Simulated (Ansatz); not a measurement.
# PH₃S: shape, modes and thermochemistry

The task is to find a stationary geometry of PH₃S, then compute its harmonic vibrations to see whether it is a minimum and to get the zero-point energy and entropy.

Program: Ansatz 0.2.0, Gaussian basis. Level of theory: RKS PBE0-D4/def2-TZVP. These are calculated values, not measurements.

Plan: relaxation at PBE-D4/def2-SVP; relaxation at PBE0-D4/def2-TZVP; harmonic vibrations at the same level.

1 further run of the same task is left out (set aside as unsound or not needed).

## Step 1: The system as given

SMILES `PS`, 5 atoms, charge 0, spin multiplicity 1.

Atoms are counted from 1 here; the program's logs count them from 0.

Bond lengths: P1–S2 2.119 Å, P1–H3 1.328 Å, P1–H4 1.402 Å, S2–H5 1.331 Å. Angles: S2–P1–H3 100.5°, S2–P1–H4 95.1°, H3–P1–H4 93.9°, P1–S2–H5 97.7°.

The start is a force-field geometry with small random shifts, so a cheaper pass at PBE-D4/def2-SVP comes first.

## Step 2: Geometry optimisation, PBE-D4/def2-SVP (cheap first pass)

Contents of in.yaml:

```yaml
crystal:
  periodic: [false, false, false]
  atoms:
    - {symbol: P, position_ang: [-0.608100, -0.477700, 0.376100]}
    - {symbol: S, position_ang: [0.410700, 1.191000, -0.440000]}
    - {symbol: H, position_ang: [0.317600, -1.419200, 0.234000]}
    - {symbol: H, position_ang: [-1.268300, -0.814100, -0.814000]}
    - {symbol: H, position_ang: [1.198000, 1.446400, 0.602400]}
basis:
  gaussian: {orbitals: def2-SVP}
hamiltonian: {xc: pbe, dispersion: d4}
relax: {f_tol: 0.03, max_steps: 200}
```

The run is started by

```bash
> ansatz run in.yaml --threads 2 --pin off --events-out ev --progress --plain --max-ram 4352MiB
```

Log (excerpt; [...] marks lines left out):

```text
Functional definition: PBE
  name "PBE"
  cite "Perdew, Burke & Ernzerhof, Phys. Rev. Lett. 77, 3865 (1996) doi:10.1103/PhysRevLett.77.3865"
  parent pbe
[...]
586 factors; their error is unknown
[...]
mean field -20157.19415805 eV, -740.7632222713 hartree, gradient 8.0e-6 eV, S^2 0.000000; 0 other end points of the search recorded, 0 dependent functions left out
[...]
reference -20157.19418107 eV, -740.7632231175 hartree; 17, 17 occupied and 34, 34 virtual orbitals, 586 factors
relax step   1: F+E_penalty+E_count = -20157.27906071 eV  Δ(F+E_penalty+E_count) = +0.000e0 eV  max|allowed force component| = 2.147e0 eV/Å  Δτ_max = 0.0000 Å  (22 SCF iters, accepted)
[...]
relax step   5: F+E_penalty+E_count = -20157.59751963 eV  Δ(F+E_penalty+E_count) = -1.601e-3 eV  max|allowed force component| = 8.320e-2 eV/Å  Δτ_max = 0.0442 Å  (22 SCF iters, accepted)
[...]
relax step   6: F+E_penalty+E_count = -20157.59884074 eV  Δ(F+E_penalty+E_count) = -1.321e-3 eV  max|allowed force component| = 1.317e-2 eV/Å  Δτ_max = 0.0243 Å  (22 SCF iters, accepted)
586 factors; their error is unknown
mean field -20157.51436544 eV, -740.7749896759 hartree, gradient 2.4e-5 eV, S^2 0.000000; 1 other end points of the search recorded, 0 dependent functions left out
[...]
reference -20157.51438814 eV, -740.7749905102 hartree; 17, 17 occupied and 34, 34 virtual orbitals, 586 factors
Total energy: -20157.59886344 eV, -740.7780949203 hartree
Atom 0 at    -0.473455    -0.500643     0.440746 Å, force    -0.000020    -0.013136    -0.007012 eV/Å
Atom 1 at     0.788644     0.982314    -0.486201 Å, force     0.009814     0.013175     0.004884 eV/Å
Atom 2 at     0.282778    -1.660244     0.033443 Å, force    -0.001056    -0.003383     0.005110 eV/Å
Atom 3 at    -1.391821    -0.654738    -0.660758 Å, force    -0.007637     0.001793     0.002937 eV/Å
Atom 4 at     0.843754     1.759711     0.631270 Å, force    -0.001102     0.001550    -0.005919 eV/Å
Dipole moment:    -0.061787    -0.063491     0.075537 e Å
```

Wall time 3.6 s (2 threads of Arm Neoverse V1, shared host).

The steps of the relaxation:

```csv
step,energy from step 1 (eV),largest force component (eV/Å)
1,0.0000,2.1467
2,-0.2111,1.1819
3,-0.2611,0.7945
4,-0.3169,0.0893
5,-0.3185,0.0832
6,-0.3198,0.0132
```

Close pairs (by a distance rule), those that changed most:

```csv
bond,before (Å),after (Å),change (Å)
P1–H3,1.328,1.443,+0.115
P1–H4,1.402,1.442,+0.040
P1–S2,2.119,2.157,+0.038
S2–H5,1.331,1.362,+0.031
```

## Step 3: Geometry optimisation, PBE0-D4/def2-TZVP

Contents of in.yaml:

```yaml
crystal:
  periodic: [false, false, false]
  atoms:
    - {symbol: P, position_ang: [-0.473455, -0.500643, 0.440746]}
    - {symbol: S, position_ang: [0.788644, 0.982314, -0.486201]}
    - {symbol: H, position_ang: [0.282778, -1.660244, 0.033443]}
    - {symbol: H, position_ang: [-1.391821, -0.654738, -0.660758]}
    - {symbol: H, position_ang: [0.843754, 1.759711, 0.631270]}
basis:
  gaussian: {orbitals: def2-TZVP}
hamiltonian: {xc: pbe0, dispersion: d4}
relax: {f_tol: 0.005, max_steps: 150}
```

Launched as before.

Log:

```text
Functional definition: PBE0
  name "PBE0"
  cite "Adamo & Barone, J. Chem. Phys. 110, 6158 (1999) doi:10.1063/1.478522"
  cite "Perdew, Burke & Ernzerhof, Phys. Rev. Lett. 77, 3865 (1996) doi:10.1103/PhysRevLett.77.3865"
  parent pbe
  parameter a = 0.25
  parameter kappa = 0.804
  parameter beta = 0.06672455060314922
  exchange = (1 - a)*pbe_x(kappa = kappa, mu = beta*pi^2/3) + a*exact_x
  correlation = pbe_c(beta = beta)
685 factors; their error is unknown
mean field evaluation 1: about -20166.0088 eV, gradient 1.1e1 eV
mean field evaluation 2: about -20166.1951 eV, gradient 9.1e0 eV
mean field evaluation 4: about -20166.3851 eV, gradient 5.7e-1 eV
mean field evaluation 8: about -20166.4176 eV, gradient 1.0e-1 eV
mean field -20166.41759504 eV, -741.1021773289 hartree, gradient 3.8e-5 eV, S^2 0.000000; 0 other end points of the search recorded, 0 dependent functions left out
the calculation of the forces begins
reference -20166.41761905 eV, -741.1021782114 hartree; 17, 17 occupied and 75, 75 virtual orbitals, 685 factors
relax step   1: F+E_penalty+E_count = -20166.48760373 eV  Δ(F+E_penalty+E_count) = +0.000e0 eV  max|allowed force component| = 7.456e-1 eV/Å  Δτ_max = 0.0000 Å  (23 SCF iters, accepted)
these checks for a lower state are left out or cut short: starts, cluster_reference, orbital_swaps, neighbouring_geometries, increment
685 factors; their error is unknown
mean field evaluation 16: about -20166.4046 eV, gradient 1.4e0 eV
mean field -20166.44220846 eV, -741.1030818556 hartree, gradient 2.5e-5 eV, S^2 0.000000; 0 other end points of the search recorded, 0 dependent functions left out
the calculation of the forces begins
reference -20166.44223237 eV, -741.1030827339 hartree; 17, 17 occupied and 75, 75 virtual orbitals, 685 factors
relax step   2: F+E_penalty+E_count = -20166.51236556 eV  Δ(F+E_penalty+E_count) = -2.476e-2 eV  max|allowed force component| = 2.823e-1 eV/Å  Δτ_max = 0.0235 Å  (26 SCF iters, accepted)
these checks for a lower state are left out or cut short: starts, cluster_reference, orbital_swaps, neighbouring_geometries, increment
685 factors; their error is unknown
mean field -20166.44388594 eV, -741.1031435018 hartree, gradient 2.5e-5 eV, S^2 0.000000; 0 other end points of the search recorded, 0 dependent functions left out
the calculation of the forces begins
reference -20166.44390981 eV, -741.1031443788 hartree; 17, 17 occupied and 75, 75 virtual orbitals, 685 factors
relax step   3: F+E_penalty+E_count = -20166.51400415 eV  Δ(F+E_penalty+E_count) = -1.639e-3 eV  max|allowed force component| = 1.378e-1 eV/Å  Δτ_max = 0.0168 Å  (26 SCF iters, accepted)
these checks for a lower state are left out or cut short: starts, cluster_reference, orbital_swaps, neighbouring_geometries, increment
685 factors; their error is unknown
mean field evaluation 32: about -20166.4457 eV, gradient 9.1e-2 eV
mean field -20166.44572834 eV, -741.1032112085 hartree, gradient 2.5e-5 eV, S^2 0.000000; 0 other end points of the search recorded, 0 dependent functions left out
the calculation of the forces begins
reference -20166.44575219 eV, -741.1032120852 hartree; 17, 17 occupied and 75, 75 virtual orbitals, 685 factors
relax step   4: F+E_penalty+E_count = -20166.51591289 eV  Δ(F+E_penalty+E_count) = -1.909e-3 eV  max|allowed force component| = 1.783e-2 eV/Å  Δτ_max = 0.0212 Å  (27 SCF iters, accepted)
these checks for a lower state are left out or cut short: starts, cluster_reference, orbital_swaps, neighbouring_geometries, increment
685 factors; their error is unknown
mean field -20166.44584701 eV, -741.1032155696 hartree, gradient 2.5e-5 eV, S^2 0.000000; 0 other end points of the search recorded, 0 dependent functions left out
the calculation of the forces begins
reference -20166.44587087 eV, -741.1032164465 hartree; 17, 17 occupied and 75, 75 virtual orbitals, 685 factors
relax step   5: F+E_penalty+E_count = -20166.51602171 eV  Δ(F+E_penalty+E_count) = -1.088e-4 eV  max|allowed force component| = 1.419e-3 eV/Å  Δτ_max = 0.0067 Å  (27 SCF iters, accepted)
685 factors; their error is unknown
mean field -20166.44584701 eV, -741.1032155696 hartree, gradient 2.5e-5 eV, S^2 0.000000; 1 other end points of the search recorded, 0 dependent functions left out
the calculation of the forces begins
reference -20166.44587087 eV, -741.1032164465 hartree; 17, 17 occupied and 75, 75 virtual orbitals, 685 factors
Total energy: -20166.51604558 eV, -741.1057953194 hartree
Atom 0 at    -0.460089    -0.498393     0.425200 Å, force    -0.000153     0.000130     0.001419 eV/Å
Atom 1 at     0.785275     0.959191    -0.470480 Å, force     0.000808     0.000682     0.001164 eV/Å
Atom 2 at     0.282859    -1.642262     0.032556 Å, force     0.000623    -0.001416    -0.000624 eV/Å
Atom 3 at    -1.380931    -0.635996    -0.646038 Å, force    -0.001324    -0.000081    -0.000902 eV/Å
Atom 4 at     0.822785     1.743860     0.617263 Å, force     0.000047     0.000686    -0.001057 eV/Å
Dipole moment:    -0.061748    -0.057298     0.068663 e Å
```

Wall time 6 s (2 threads of Arm Neoverse V1, shared host).

Step by step:

```csv
step,energy from step 1 (eV),largest force component (eV/Å)
1,0.0000,0.7456
2,-0.0248,0.2823
3,-0.0264,0.1378
4,-0.0283,0.0178
5,-0.0284,0.0014
```

Distances of close pairs at the start and the end, largest changes first:

```csv
bond,before (Å),after (Å),change (Å)
P1–S2,2.157,2.116,-0.041
P1–H3,1.443,1.419,-0.024
P1–H4,1.442,1.419,-0.023
S2–H5,1.362,1.342,-0.021
```

Mulliken charges at the end point, from the run's report:

```csv
atom,value (e)
P1,-0.10
S2,-0.26
H3,0.09
H4,0.09
H5,0.17
```

## Step 4: Vibrations by finite differences

Contents of in.yaml:

```yaml
crystal:
  periodic: [false, false, false]
  atoms:
    - {symbol: P, position_ang: [-0.460089, -0.498393, 0.425200]}
    - {symbol: S, position_ang: [0.785275, 0.959191, -0.470480]}
    - {symbol: H, position_ang: [0.282859, -1.642262, 0.032556]}
    - {symbol: H, position_ang: [-1.380931, -0.635996, -0.646038]}
    - {symbol: H, position_ang: [0.822785, 1.743860, 0.617263]}
basis:
  gaussian: {orbitals: def2-TZVP}
hamiltonian: {xc: pbe0, dispersion: d4}
phonons: {temperatures: {t_min: 298.15, t_max: 900, t_step: 200}}
```

Launched as before.

Log (excerpt; [...] marks lines left out):

```text
Functional definition: PBE0
  name "PBE0"
  cite "Adamo & Barone, J. Chem. Phys. 110, 6158 (1999) doi:10.1063/1.478522"
  cite "Perdew, Burke & Ernzerhof, Phys. Rev. Lett. 77, 3865 (1996) doi:10.1103/PhysRevLett.77.3865"
  parent pbe
[...]
685 factors; their error is unknown
[...]
mean field -20166.44584696 eV, -741.1032155679 hartree, gradient 3.8e-5 eV, S^2 0.000000; 0 other end points of the search recorded, 0 dependent functions left out
[...]
reference -20166.44587086 eV, -741.1032164462 hartree; 17, 17 occupied and 75, 75 virtual orbitals, 685 factors
[...]
685 factors; their error is unknown
[...]
mean field -20166.44577429 eV, -741.1032128973 hartree, gradient 1.7e-6 eV, S^2 0.000000; 0 other end points of the search recorded, 0 dependent functions left out
[...]
reference -20166.44579819 eV, -741.1032137755 hartree; 17, 17 occupied and 75, 75 virtual orbitals, 685 factors
[...]
685 factors; their error is unknown
[...]
mean field -20166.44579467 eV, -741.1032136462 hartree, gradient 7.9e-7 eV, S^2 0.000000; 0 other end points of the search recorded, 0 dependent functions left out
[...]
reference -20166.44581857 eV, -741.1032145244 hartree; 17, 17 occupied and 75, 75 virtual orbitals, 685 factors
Total energy: -20166.51604557 eV, -741.1057953192 hartree
Atom 0 at    -0.460089    -0.498393     0.425200 Å, force    -0.000141     0.000114     0.001427 eV/Å
Atom 1 at     0.785275     0.959191    -0.470480 Å, force     0.000817     0.000687     0.001157 eV/Å
Atom 2 at     0.282859    -1.642262     0.032556 Å, force     0.000614    -0.001415    -0.000622 eV/Å
Atom 3 at    -1.380931    -0.635996    -0.646038 Å, force    -0.001329    -0.000076    -0.000906 eV/Å
Atom 4 at     0.822785     1.743860     0.617263 Å, force     0.000039     0.000689    -0.001056 eV/Å
Dipole moment:    -0.061748    -0.057298     0.068663 e Å
Vibrations: 220.42 502.86 743.58 828.21 936.67 1136.96 2404.57 2409.03 2715.17 cm⁻¹, zero-point energy 0.737549 eV
```

Wall time 20 s (2 threads of Arm Neoverse V1, shared host).

Motions are named by where the mode's potential energy lies. The modes, unscaled (a negative number is an imaginary wavenumber):

```csv
mode,cm⁻¹,motion
1,220,torsion
2,503,P–S stretch
3,744,bend
4,828,bend
5,937,bend
6,1137,bend
7,2405,P–H stretch
8,2409,P–H stretch
9,2715,S–H stretch
```

From these modes and the moments of inertia (298.15 K, 1 bar, symmetry number 1):

```csv
term,value
zero-point energy,17.0 kcal/mol
H(298) − E,20.0 kcal/mol
"entropy, translation",161.1 J/(mol K)
"entropy, rotation",91.9 J/(mol K)
"entropy, vibration",13.5 J/(mol K)
"entropy, total",266.5 J/(mol K)
```

## Step 5: What came out

| quantity | value |
| --- | --- |
| point group | Cs |
| steps | 6 + 5 |
| shift from the start (rms) | 0.350 Å |
| total energy | -20166.5160 eV |
| dispersion term | -70 meV |
| dipole moment | 0.52 D |
| lowest, highest wavenumber | 220, 2715 cm⁻¹ |
| zero-point energy | 17.0 kcal/mol |
| entropy at 298.15 K | 266.5 J/(mol K) |

In words: The atoms moved 0.35 Å (rms) from the start; the bond that changed most is P1–H3, from 1.328 to 1.419 Å. No mode is imaginary: a true minimum at this level. The stiffest mode, 2715 cm⁻¹, is an S–H stretch. Harmonic hybrid wavenumbers usually lie a few per cent above measured fundamentals. The largest Mulliken charge, -0.26 e, sits on S2.
